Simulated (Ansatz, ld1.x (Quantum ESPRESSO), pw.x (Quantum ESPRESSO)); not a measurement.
**La (Z = 57): one change to the RRKJ potential, in the atom and in the bcc crystal**

ld1.x (Quantum ESPRESSO) 7.5 input, shortened:

```
&input
   title='La', zed=57., rel=1, dft='PBESOL', iswitch=3,
   config='[Xe] 4f0 5d1 6s2 6p0'
 /
 &inputp
   pseudotype=2, tm=.false., lloc=0,
   nlcc=.true.
 /
4
6P  2  1   0.00   0.00  4.20  4.20  0.0
5D  3  2   1.00   0.00  3.05  3.05  0.0
4F  4  3   0.00   0.00  0.85  0.85  0.0
6S  1  0   2.00   0.00  3.80  3.80  0.0
 &test
   configts(1)='4f0 5d1 6s2 6p0'
 /
```

Change: wave 5d (bound): rc 3.05 bohr becomes 5d (bound): rc 4.06 bohr.

Cutoffs, loose and tight: the cutoffs (Ry, on a coarse ladder) from which the occupation-weighted sum of valence levels, in a spherical-Bessel basis at the reference potential, stays within 10 and 1 mRy of its value at 400 Ry. They do not see the model core or the augmentation charge, which bear on the density cutoff. Test errors are all-electron minus pseudo excitation energies from the reference, over the configurations 4f0 5d1 6s1 6p0; 4f0 5d1 6s0 6p0; 4f0 5d1 6s1.5 6p0; 4f0 5d2 6s1 6p0; 4f0 5d0 6s2 6p1; 4f0 5d0 6s2 6p0; 4f0 5d1 6s1 6p1; variants that change the core or the reference have their own tests.

Crystal test: bcc La in pw.x 7.5, no spin, 11³ k-points, Fermi–Dirac smearing 0.01 Ry, cutoffs set for each file from its atomic test. The reference is all-electron LAPW (Ansatz 0.2.0) with the same functional, mesh and smearing; V0 and B0 come from Birch–Murnaghan fits to the pressures at five volumes. Errors are pseudo minus all-electron; Δ is the rms difference of the E(V) curves that follow from these fits, minima aligned, over ±6 % about the mean V0. Mesh and smearing are coarse, so the numbers serve the comparison and aren't converged zero-temperature values; the lattice is a test structure that the element need not adopt.

All-electron: a0 = 4.124 Å (V0 = 35.06 Å³/atom), B0 = 27.1 GPa.

Question: Does the change bring the crystal closer to the all-electron result?

Answer: The mean pressure error goes from +5.27 to +4.54 GPa, so the change moves the solid closer to the all-electron pressures. Neither pressure curve crosses zero within the volumes sampled, so no fits are given.

| quantity | base | changed |
| --- | --- | --- |
| outcome (atom) | generated | generated |
| cutoff, loose (atom) | 10 Ry | 8 Ry |
| cutoff, tight (atom) | 12 Ry | 10 Ry |
| bound ghosts (atom) | none | none |
| largest test error (meV) (atom) | -104 | -73 |
| cutoffs in pw.x (Ry) | 50/200 | 50/200 |
| mean pressure error (GPa) | +5.27 | +4.54 |

Base: The largest radius (4.20 bohr) exceeds half the bond length (3.37 bohr), so the spheres overlap, which is one possible source of error among others. This is a poor potential for the solid. The cutoffs count occupied waves only; the empty 4f level needs 260 Ry at the loose tolerance. Changed file: The largest radius (4.20 bohr) exceeds half the bond length (3.37 bohr), so the spheres overlap, which is one possible source of error among others. This is a poor potential for the solid. The cutoffs count occupied waves only; the empty 4f level needs 260 Ry at the loose tolerance. The atomic cutoffs weigh occupied waves only.
